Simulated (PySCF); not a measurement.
First SCF of a structure search on singlet H₄SO, at a hand-made trigonal bipyramidal (ligand arrangement 1) geometry. PySCF input:

```python
from pyscf import gto, scf, dft
mol = gto.M(atom='''
S     -0.438320     0.000000    -0.000000
O      1.071680    -0.000000     0.000000
H     -0.438320     0.000000     1.350000
H     -0.438320     0.000000    -1.350000
H     -1.113320     1.169140     0.000000
H     -1.113290    -1.169110    -0.000000''',
    basis={'S': 'def2-TZVP', 'O': 'def2-TZVP', 'H': 'def2-TZVP'},
    charge=0, spin=0)
mf = dft.RKS(mol, xc='PBE0')
mf.grids.atom_grid = (50, 194)
aux = {'S': 'def2-universal-JKFIT', 'O': 'def2-universal-JKFIT', 'H': 'def2-universal-JKFIT'}
mf = mf.density_fit(auxbasis=aux)
mf.conv_tol = 1e-08
mf.diis_space = 10
mf.max_cycle = 60
mf.init_guess = 'minao'
mf.verbose = 4
mf.kernel()
```

Excerpt of the output (cycles and frontier levels):

```
init E= -475.985379354361
  HOMO = -0.268720195299935  LUMO = -0.0442219380790397  gap/eV = 6.10891
cycle= 1 E= -475.28867844576  delta_E= 0.697  |g|= 0.932  |ddm|= 1.82
  HOMO = -0.0723971647908433  LUMO = -0.0568065719632739  gap/eV = 0.42424
cycle= 2 E= -472.231310385708  delta_E= 3.06  |g|= 3.11  |ddm|=  6.4
  HOMO = -0.286860714676556  LUMO = -0.0320193572608104  gap/eV = 6.93459
cycle= 3 E= -475.447275558323  delta_E= -3.22  |g|= 0.257  |ddm|= 6.29
  HOMO = -0.264145971022404  LUMO = -0.0303609748820792  gap/eV = 6.36161
cycle= 4 E= -475.46426816821  delta_E= -0.017  |g|= 0.0932  |ddm|= 0.267
  HOMO = -0.276782418562055  LUMO = -0.0300502998818151  gap/eV = 6.71392
cycle= 5 E= -475.465726377129  delta_E= -0.00146  |g|= 0.0228  |ddm|= 0.073
  HOMO = -0.274011468416009  LUMO = -0.0265917925361618  gap/eV = 6.73263
cycle= 6 E= -475.465836735941  delta_E= -0.00011  |g|= 0.00419  |ddm|= 0.0229
  HOMO = -0.274631344208  LUMO = -0.0270127850264165  gap/eV = 6.73804
cycle= 7 E= -475.465840839928  delta_E= -4.1e-06  |g|= 0.000878  |ddm|= 0.00386
  HOMO = -0.274585255869404  LUMO = -0.0270504895740432  gap/eV = 6.73576
cycle= 8 E= -475.465841026846  delta_E= -1.87e-07  |g|= 0.000108  |ddm|= 0.00102
  HOMO = -0.274573166416888  LUMO = -0.0270366121760678  gap/eV = 6.73581
cycle= 9 E= -475.46584103104  delta_E= -4.19e-09  |g|= 3.28e-05  |ddm|= 0.000193
  HOMO = -0.274588160847169  LUMO = -0.0270359225053372  gap/eV = 6.73624
Extra cycle  E= -475.465841030808  delta_E= 2.32e-10  |g|= 5.67e-05  |ddm|= 7.76e-05
converged SCF energy = -475.465841030808
```

No lower solution of this spin was found by a stability analysis within the restricted form, which does not test spin polarisation.

The search for the lowest solution, with the stability check, took 3.2 s on 2 threads of a shared Arm Neoverse V1 host, with 92 basis functions; the process peaked at 0.4 GiB. Launch command: `OMP_NUM_THREADS=2 python axn.py task.json out`.
